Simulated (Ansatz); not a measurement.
`FC1CC1(F)F` at its PBE0-D4/def2-TZVP geometry, where that method's forces vanish. The species carries charge 0 and has multiplicity 1.

```xyz
9

F    -0.7122    0.8458   -1.6024
C     0.0257    0.7237   -0.4759
C    -0.5805   -0.0348    0.6921
C     0.5292   -0.6129   -0.0985
F     0.2863   -1.6551   -0.8956
F     1.7500   -0.7168    0.4456
H     0.6448    1.5912   -0.2740
H    -1.5567   -0.4700    0.5157
H    -0.3866    0.3288    1.6931
```

What forces (eV/Å) does r2SCAN-D4/def2-TZVPP give on these atoms in Ansatz? (Estimate.)

The calculation gave: 
```
F1  -0.219  0.013 -0.299
C2   0.290  0.137  0.147
C3  -0.170 -0.065  0.221
C4  -0.176  0.222  0.021
F5  -0.082 -0.293 -0.237
F6   0.352 -0.036  0.172
H7  -0.007  0.014 -0.003
H8   0.017  0.006 -0.007
H9  -0.004  0.002 -0.014
```
